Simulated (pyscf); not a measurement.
**Four-centre exchange: `[Cl][B]([Cl])[Cl]` + `[ClH]` -> `[Cl][Cl]` + `[Cl][BH][Cl]`**

Gas phase, singlet surface, charge 0. Bonds broken: Cl1–B2, Cl5–H6. Bonds formed: Cl1–Cl5, B2–H6. PySCF, gas phase, ωB97X-D3(BJ)/def2-SVP geometries. MP2 and CC: frozen core, UHF for open shells. ΔMP2 is the change of the MP2 total energy from the triple- to the quadruple-zeta basis.

Transition state (Å):

```xyz
6

Cl    -0.3246     0.2447     1.0871
B     -1.5549    -0.4293    -0.0955
Cl    -1.2841    -2.1183    -0.5924
Cl    -3.2133     0.1908     0.0990
Cl     0.6697     1.6285    -0.7444
H     -0.9586     0.3439    -1.0125
```

One imaginary mode, 1795i cm⁻¹; descent along it reached the two sides named.

| bond | change | reactant side (Å) | saddle | product side |
|---|---|---|---|---|
| Cl1–B2 | breaks | 1.738 | 1.835 | 3.2 |
| Cl5–H6 | breaks | 1.284 | 2.091 | 3.2 |
| Cl1–Cl5 | forms | 3.8 | 2.502 | 2.029 |
| B2–H6 | forms | 3.1 | 1.340 | 1.197 |

Electronic energies relative to the separated reactants (kJ/mol):

```tsv
level	barrier	reaction energy	reverse barrier
ωB97X-D3(BJ)/def2-TZVP	514.9	+245.8	269.0
B3LYP-D3(BJ)/def2-TZVP	446.9	+233.4	213.5
PBE0-D3(BJ)/def2-TZVP	460.3	+244.9	215.4
M06-2X/def2-TZVP	503.5	+238.8	264.7
ωB97M-D3(BJ)/def2-TZVP	506.3	+243.2	263.1
HF/def2-TZVP	668.2	+245.5	422.7
MP2/def2-QZVPP	519.9	+263.2	256.7
CCSD/def2-TZVPP	528.4	+250.9	277.5
CCSD(T)/def2-TZVPP	456.1	+250.9	205.1
CCSD(T)/def2-TZVPP + ΔMP2(QZVPP)	453.6	+246.7	207.0
```

With CCSD(T)/def2-TZVPP + ΔMP2(QZVPP) energies and thermal terms (ideal gas, 1 atm, RRHO with modes under 100 cm⁻¹ raised to 100, one conformer, R ln 2 for chiral ones without a mode under 150 cm⁻¹), in kJ/mol:

```csv
T (K),ΔH‡,ΔG‡,ΔH,ΔG
298,444.5,482.2,+248.8,+244.3
600,446.0,519.9,+247.2,+240.5
900,448.5,556.4,+246.5,+237.3
1200,451.1,591.9,+246.3,+234.2
```

The same reactants have a lower exit, to Cl• + H• + Cl–B(Cl)–Cl (no saddle counted: cutting one bond costs +444.0 kJ/mol at ωB97M-D3(BJ), against +506.3 kJ/mol here). One saddle was located; it need not be the lowest between these sides. One closed-shell reference is unstable to symmetry breaking; treat the single-reference values with care. The CCSD(T) − MP2 part came from Ansatz, without density fitting, on the same reference. The largest closed-shell T1 diagnostic is 0.094, which may signal static correlation.
